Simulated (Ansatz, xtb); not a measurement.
**Two structures of H5PSi2+**

Structure I is the doublet with the links of `[SiH]1[SiH2][PH2+]1` and structure II is a doublet given by its coordinates. Both are isolated ions in the gas phase, relaxed with PBE0-D3(BJ)/def2-SVP.

I (Å):

```yaml
atoms:
  - { symbol: P, position_ang: [-1.8678, 0.1781, 1.0744] }
  - { symbol: Si, position_ang: [0.1274, 1.2744, 0.8249] }
  - { symbol: Si, position_ang: [-1.0881, 1.5071, 2.7899] }
  - { symbol: H, position_ang: [-0.0152, 2.2756, -0.2731] }
  - { symbol: H, position_ang: [-1.9281, 2.7117, 3.0040] }
  - { symbol: H, position_ang: [-0.7103, 0.6699, 3.9528] }
  - { symbol: H, position_ang: [-3.0552, 0.5152, 0.3859] }
  - { symbol: H, position_ang: [-1.8669, -1.2133, 1.3183] }
```

II (Å):

```yaml
atoms:
  - { symbol: P, position_ang: [-0.1049, 1.9807, 3.0630] }
  - { symbol: Si, position_ang: [-2.8930, 0.3809, 0.8550] }
  - { symbol: Si, position_ang: [-0.8606, 1.2921, 1.1156] }
  - { symbol: H, position_ang: [-3.4005, 0.0897, -0.5059] }
  - { symbol: H, position_ang: [-3.6550, -0.0653, 2.0444] }
  - { symbol: H, position_ang: [-0.1728, 1.7663, -0.1127] }
  - { symbol: H, position_ang: [-0.4937, 0.8276, 3.8033] }
  - { symbol: H, position_ang: [1.2532, 1.6274, 2.8131] }
```

Close contacts (Å): P1–Si3 2.20, Si2–Si3 2.24, P1–H7 1.42, P1–H8 1.43, Si2–H4 1.48, Si2–H5 1.48, Si3–H6 1.49.

Energies in hartree; the thermal terms are from PBE0-D3(BJ)/def2-SVP harmonic frequencies (ideal gas, rigid rotor, one conformer each, 298.15 K, 1 atm) and include the zero-point energy:

```
                              I           II
E, CCSD(T)/def2-SVP  −921.266619  −921.268061
  zero-point energy     0.043009     0.041975
       H(298 K) − E     0.049843     0.049488
       G(298 K) − E     0.013632     0.011294
```

Work out ΔE, ΔE₀, ΔH and ΔG for I → II in kcal/mol (1 Eh = 627.51 kcal/mol) and the equilibrium ratio [II]/[I].

1. ΔE = −921.268061 − (−921.266619) = −0.001442 Eh = −0.90 kcal/mol.
2. ΔE₀ = ΔE + ΔZPE = −0.001442 + (−0.001034) Eh = −1.55 kcal/mol.
3. ΔH = ΔE + (−0.000355) Eh = −1.13 kcal/mol.
4. ΔG = ΔE + (−0.002338) Eh = −2.37 kcal/mol, so ΔS = (ΔH − ΔG)/T = +17.5 J/(mol K).
5. kT = 0.9442 mEh, so K = [II]/[I] = exp(−ΔG/kT) = exp(+4.00) ≈ 55.

Structure II is favoured at this temperature. An error of 1 kcal/mol in ΔG would change K by a factor of 5.4. Mirror images and further conformers aren't counted.

Other levels gave ΔE = −15.3 (GFN2-xTB); −7.0 (HF/STO-3G, GFN2-xTB geometries); −5.0 (r2SCAN-D4/def2-SVP, GFN2-xTB geometries); +1.8 (PBE0-D3(BJ)/def2-SVP); −0.4 (HF/def2-SVP); +0.6 (MP2/def2-SVP) kcal/mol. Open shells are spin-unrestricted. The correlated steps freeze 15 core orbitals. Programs: Ansatz 0.2.0, xtb 6.7.1.
